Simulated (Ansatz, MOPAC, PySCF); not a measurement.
Bond stretch in HCl, singlet.

Levels of theory: PM3, restricted, heats of formation (MOPAC); UHF/def2-SVP (Ansatz, a program for electronic structure); RCCSDTQ = Ansatz with CCSDTQ on RHF/def2-SVP, frozen core; RCCSDT(Q) = CCSDT(Q) on RHF/def2-SVP, frozen core (Ansatz); UHF/LANL2DZ = unrestricted Hartree-Fock/LANL2DZ, with its core potentials past Ne run with PySCF 2.14.0.

Energies are in eV, each relative to the lowest point of its own curve near equilibrium.

| R / Å | PM3 | UHF | RCCSDTQ | RCCSDT(Q) | UHF/LANL2DZ |
|---|---|---|---|---|---|
| 0.96 | 2.531 | 3.256 | 3.334 | 3.334 | 3.316 |
| 1.01 | 1.591 | 2.060 | 2.128 | 2.128 | 2.130 |
| 1.11 | 0.472 | 0.639 | 0.685 | 0.685 | 0.705 |
| 1.14 | 0.288 | 0.399 | 0.438 | 0.438 | 0.459 |
| 1.22 | 0.032 | 0.051 | 0.069 | 0.069 | 0.083 |
| 1.26 | 0.000 | 0.001 | 0.007 | 0.007 | 0.012 |
| 1.28 | 0.001 | 0.000 | 0.000 | 0.000 | 0.000 |
| 1.33 | 0.044 | 0.055 | 0.038 | 0.038 | 0.023 |
| 1.36 | 0.092 | 0.120 | 0.092 | 0.092 | 0.067 |
| 1.40 | 0.177 | 0.238 | 0.194 | 0.194 | 0.154 |
| 1.50 | 0.478 | 0.643 | 0.548 | 0.548 | 0.472 |
| 1.58 | 0.801 | 1.037 | 0.890 | 0.890 | 0.791 |
| 1.75 | 1.699 | 1.944 | 1.656 | 1.656 | 1.531 |
| 1.93 | 2.770 | 2.576 | 2.397 | 2.396 | 2.028 |
| 2.13 | 3.822 | 2.919 | — | — | 2.323 |
| 2.32 | 4.642 | 3.078 | — | — | 2.473 |
| 2.62 | 5.700 | 3.188 | — | — | 2.587 |
| 2.81 | 6.232 | 3.218 | — | — | 2.620 |
| 3.08 | 6.821 | 3.238 | — | — | 2.643 |
| 3.50 | 7.443 | 3.250 | — | — | 2.656 |
| 3.81 | 7.751 | 3.253 | — | — | 2.660 |
| 4.50 | 8.184 | 3.256 | — | — | 2.663 |
| 5.15 | 8.430 | 3.256 | — | — | 2.663 |

At the longest distance, 5.15 Å, PM3 lies highest above its minimum (8.430 eV) and UHF/LANL2DZ lowest (2.663 eV).

Dashes: no converged value, or the column stops at the first point that the program doubted or that broke a chosen test of continuity, which isn't proof of a fault.

The restricted form behind PM3 keeps the bonding electrons paired and can't separate into open-shell fragments. The unrestricted determinant behind UHF, UHF/LANL2DZ is spin-contaminated at 1.75 to 5.15 Å (<S²> up to 1.0, against 0.00 for a pure singlet). The T1 diagnostic of CCSD on the restricted reference of RCCSDTQ, RCCSDT(Q) exceeds 0.045 at 2.81 to 5.15 Å.
